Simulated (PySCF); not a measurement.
Shieldings and the share of exact exchange

Molecule: SMILES C=P(C)(C)C, C$_{4}$H$_{11}$P.

Geometry:
```
atom   x (Å)   y (Å)   z (Å)
  C1   0.297   1.480   1.225
  P2   0.048   0.208   0.167
  C3   1.361  -0.421  -0.984
  C4  -1.303   0.583  -0.994
  C5  -0.403  -1.309   1.066
  H6   0.899   1.286   2.117
  H7   0.346   2.487   0.802
  H8   1.024  -1.263  -1.610
  H9   2.229  -0.736  -0.385
 H10   1.682   0.408  -1.633
 H11  -1.038   1.494  -1.552
 H12  -2.219   0.781  -0.421
 H13  -1.465  -0.237  -1.707
 H14  -0.602  -2.142   0.375
 H15   0.431  -1.586   1.728
 H16  -1.287  -1.105   1.684
```

GIAO shieldings (ppm, equivalent atoms averaged) in PySCF on the PBE0-D3(BJ)/def2-SVP geometry, basis pcSseg-1, gas phase, non-relativistic:

```csv
functional,exact exchange (%),σ(C3/C4/C5),σ(C1)
BLYP,0,153.6,184.1
BP86,0,158.0,187.1
PBE,0,158.4,188.0
B3LYP,20,157.9,188.7
mPW1PW91,25,162.6,192.7
HF,100,172.3,205.3
```

Problem. Fit each shielding as a line in the percentage of exact exchange.

Solution. σ(C3/C4/C5) = 156.7 + 0.16 x (rms 1.9 ppm); σ(C1) = 186.4 + 0.19 x (rms 1.5 ppm). The functionals also differ in their semilocal parts, which the line can't hold; Hartree–Fock has no correlation at all.

Problem. What does the line predict for PBE0 (25 %), and what does the run give?

Solution. σ(C3/C4/C5): 160.7 predicted, 163.4 computed; σ(C1): 191.2 predicted, 193.4 computed ppm.
